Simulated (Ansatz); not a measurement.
**Structural energy differences of silver**

Level of theory: Ansatz 0.2.0, DFT, BLYP, plane waves (420 eV) with PAW, scalar-relativistic. (PAW data from PBE, frozen cores regenerated.)

Each structure is relaxed within its own symmetry, so a high-lying one may be dynamically unstable.

```tsv
structure	ΔE (meV/atom)	V (Å³/atom)	cell	magnetic state
dhcp (4H)	-1	19.30	a = 3.001 Å, c = 9.902 Å (c/a = 3.300)	spin not included
fcc	0	19.30	a = 4.258 Å	spin not included
hcp	0	19.36	a = 3.026 Å, c = 4.883 Å (c/a = 1.614)	spin not included
bcc	22	19.50	a = 3.391 Å	spin not included
omega (AlB2-type)	44	19.73	a = 4.850 Å, c = 2.905 Å (c/a = 0.599)	spin not included
A15	69	19.92	a = 5.422 Å	spin not included
simple cubic	189	22.45	a = 2.821 Å	spin not included
diamond	463	32.40	a = 6.376 Å	spin not included
```

ΔE counts from fcc.

Differences under about 8 meV lie within the error of the k-point mesh.
